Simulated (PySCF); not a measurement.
Bond stretch in HCl, singlet.

RKS-PBE = PySCF with restricted PBE/6-31G; UKS-PBE = PySCF with unrestricted PBE/6-31G; RKS-BHandHLYP = restricted BHandHLYP/6-31G (PySCF); UCCSD(T) = PySCF with CCSD(T) on UHF/6-31G, 5 core orbitals frozen.

Energies relative to the lowest point of each curve near equilibrium, in kcal/mol; the last columns give the difference from UCCSD(T):

```json
[
 {"R / Å": "0.96", "RKS-PBE": "87.9", "UKS-PBE": "87.9", "RKS-BHandHLYP": "82.5", "UCCSD(T)": "87.1", "RKS-PBE − UCCSD(T)": "0.8", "UKS-PBE − UCCSD(T)": "0.8", "RKS-BHandHLYP − UCCSD(T)": "-4.5"},
 {"R / Å": "1.03", "RKS-PBE": "49.0", "UKS-PBE": "49.0", "RKS-BHandHLYP": "44.7", "UCCSD(T)": "48.3", "RKS-PBE − UCCSD(T)": "0.7", "UKS-PBE − UCCSD(T)": "0.7", "RKS-BHandHLYP − UCCSD(T)": "-3.6"},
 {"R / Å": "1.10", "RKS-PBE": "24.6", "UKS-PBE": "24.6", "RKS-BHandHLYP": "21.4", "UCCSD(T)": "24.1", "RKS-PBE − UCCSD(T)": "0.5", "UKS-PBE − UCCSD(T)": "0.5", "RKS-BHandHLYP − UCCSD(T)": "-2.7"},
 {"R / Å": "1.16", "RKS-PBE": "11.7", "UKS-PBE": "11.7", "RKS-BHandHLYP": "9.4", "UCCSD(T)": "11.4", "RKS-PBE − UCCSD(T)": "0.3", "UKS-PBE − UCCSD(T)": "0.3", "RKS-BHandHLYP − UCCSD(T)": "-2.0"},
 {"R / Å": "1.19", "RKS-PBE": "7.4", "UKS-PBE": "7.4", "RKS-BHandHLYP": "5.6", "UCCSD(T)": "7.2", "RKS-PBE − UCCSD(T)": "0.3", "UKS-PBE − UCCSD(T)": "0.3", "RKS-BHandHLYP − UCCSD(T)": "-1.6"},
 {"R / Å": "1.23", "RKS-PBE": "3.4", "UKS-PBE": "3.4", "RKS-BHandHLYP": "2.2", "UCCSD(T)": "3.3", "RKS-PBE − UCCSD(T)": "0.2", "UKS-PBE − UCCSD(T)": "0.2", "RKS-BHandHLYP − UCCSD(T)": "-1.1"},
 {"R / Å": "1.28", "RKS-PBE": "0.7", "UKS-PBE": "0.7", "RKS-BHandHLYP": "0.2", "UCCSD(T)": "0.7", "RKS-PBE − UCCSD(T)": "0.1", "UKS-PBE − UCCSD(T)": "0.1", "RKS-BHandHLYP − UCCSD(T)": "-0.5"},
 {"R / Å": "1.32", "RKS-PBE": "0.0", "UKS-PBE": "0.0", "RKS-BHandHLYP": "0.0", "UCCSD(T)": "0.0", "RKS-PBE − UCCSD(T)": "0.0", "UKS-PBE − UCCSD(T)": "0.0", "RKS-BHandHLYP − UCCSD(T)": "0.0"},
 {"R / Å": "1.37", "RKS-PBE": "0.5", "UKS-PBE": "0.5", "RKS-BHandHLYP": "1.2", "UCCSD(T)": "0.5", "RKS-PBE − UCCSD(T)": "0.0", "UKS-PBE − UCCSD(T)": "0.0", "RKS-BHandHLYP − UCCSD(T)": "0.7"},
 {"R / Å": "1.42", "RKS-PBE": "2.1", "UKS-PBE": "2.1", "RKS-BHandHLYP": "3.5", "UCCSD(T)": "2.1", "RKS-PBE − UCCSD(T)": "0.0", "UKS-PBE − UCCSD(T)": "0.0", "RKS-BHandHLYP − UCCSD(T)": "1.4"},
 {"R / Å": "1.49", "RKS-PBE": "5.8", "UKS-PBE": "5.8", "RKS-BHandHLYP": "8.1", "UCCSD(T)": "5.7", "RKS-PBE − UCCSD(T)": "0.1", "UKS-PBE − UCCSD(T)": "0.1", "RKS-BHandHLYP − UCCSD(T)": "2.4"},
 {"R / Å": "1.58", "RKS-PBE": "12.2", "UKS-PBE": "12.2", "RKS-BHandHLYP": "15.6", "UCCSD(T)": "11.7", "RKS-PBE − UCCSD(T)": "0.5", "UKS-PBE − UCCSD(T)": "0.5", "RKS-BHandHLYP − UCCSD(T)": "3.9"},
 {"R / Å": "1.72", "RKS-PBE": "23.9", "UKS-PBE": "23.9", "RKS-BHandHLYP": "29.0", "UCCSD(T)": "22.4", "RKS-PBE − UCCSD(T)": "1.5", "UKS-PBE − UCCSD(T)": "1.5", "RKS-BHandHLYP − UCCSD(T)": "6.6"},
 {"R / Å": "1.90", "RKS-PBE": "39.6", "UKS-PBE": "39.6", "RKS-BHandHLYP": "47.0", "UCCSD(T)": "36.2", "RKS-PBE − UCCSD(T)": "3.4", "UKS-PBE − UCCSD(T)": "3.4", "RKS-BHandHLYP − UCCSD(T)": "10.8"},
 {"R / Å": "2.12", "RKS-PBE": "57.5", "UKS-PBE": "57.5", "RKS-BHandHLYP": "67.7", "UCCSD(T)": "50.6", "RKS-PBE − UCCSD(T)": "6.9", "UKS-PBE − UCCSD(T)": "6.9", "RKS-BHandHLYP − UCCSD(T)": "17.1"},
 {"R / Å": "2.30", "RKS-PBE": "70.4", "UKS-PBE": "69.7", "RKS-BHandHLYP": "83.0", "UCCSD(T)": "59.8", "RKS-PBE − UCCSD(T)": "10.7", "UKS-PBE − UCCSD(T)": "10.0", "RKS-BHandHLYP − UCCSD(T)": "23.2"},
 {"R / Å": "2.59", "RKS-PBE": "87.3", "UKS-PBE": "80.5", "RKS-BHandHLYP": "103.8", "UCCSD(T)": "69.7", "RKS-PBE − UCCSD(T)": "17.6", "UKS-PBE − UCCSD(T)": "10.8", "RKS-BHandHLYP − UCCSD(T)": "34.1"},
 {"R / Å": "2.84", "RKS-PBE": "98.3", "UKS-PBE": "85.3", "RKS-BHandHLYP": "118.0", "UCCSD(T)": "74.5", "RKS-PBE − UCCSD(T)": "23.8", "UKS-PBE − UCCSD(T)": "10.8", "RKS-BHandHLYP − UCCSD(T)": "43.5"},
 {"R / Å": "3.10", "RKS-PBE": "—", "UKS-PBE": "88.2", "RKS-BHandHLYP": "129.6", "UCCSD(T)": "76.8", "RKS-PBE − UCCSD(T)": "—", "UKS-PBE − UCCSD(T)": "11.5", "RKS-BHandHLYP − UCCSD(T)": "52.9"},
 {"R / Å": "3.46", "RKS-PBE": "—", "UKS-PBE": "90.5", "RKS-BHandHLYP": "141.5", "UCCSD(T)": "77.6", "RKS-PBE − UCCSD(T)": "—", "UKS-PBE − UCCSD(T)": "12.9", "RKS-BHandHLYP − UCCSD(T)": "63.9"},
 {"R / Å": "3.79", "RKS-PBE": "—", "UKS-PBE": "91.6", "RKS-BHandHLYP": "149.2", "UCCSD(T)": "77.8", "RKS-PBE − UCCSD(T)": "—", "UKS-PBE − UCCSD(T)": "13.9", "RKS-BHandHLYP − UCCSD(T)": "71.4"},
 {"R / Å": "4.50", "RKS-PBE": "—", "UKS-PBE": "92.7", "RKS-BHandHLYP": "158.8", "UCCSD(T)": "77.9", "RKS-PBE − UCCSD(T)": "—", "UKS-PBE − UCCSD(T)": "14.8", "RKS-BHandHLYP − UCCSD(T)": "81.0"},
 {"R / Å": "5.14", "RKS-PBE": "—", "UKS-PBE": "92.9", "RKS-BHandHLYP": "163.2", "UCCSD(T)": "77.9", "RKS-PBE − UCCSD(T)": "—", "UKS-PBE − UCCSD(T)": "15.1", "RKS-BHandHLYP − UCCSD(T)": "85.4"}
]
```

RKS-PBE is furthest from UCCSD(T) at 2.84 (23.8 kcal/mol, above); its mean absolute difference over the points is 3.7 kcal/mol.

UKS-PBE is furthest from UCCSD(T) at 5.14 (15.1 kcal/mol, above); its mean absolute difference over the points is 5.0 kcal/mol.

RKS-BHandHLYP is furthest from UCCSD(T) at 5.14 (85.4 kcal/mol, above); its mean absolute difference over the points is 22.4 kcal/mol.

A dash means that the run gave no value there, or that the column was ended at a point which the program doubted or which failed a test of continuity chosen for this set; such a test can also cut sound points.

The restricted form behind RKS-PBE, RKS-BHandHLYP keeps the bonding electrons paired and can't separate into open-shell fragments. The unrestricted determinant behind UKS-PBE is spin-contaminated at 2.30 to 5.14 Å (<S²> up to 1.0, against 0.00 for a pure singlet). At the longest distance RKS-BHandHLYP leaves fractional charges on the fragments, a sign of delocalisation error or of the restricted form. The unrestricted determinant behind UCCSD(T) is spin-contaminated at 1.72 to 5.14 Å (<S²> up to 1.0, against 0.00 for a pure singlet).
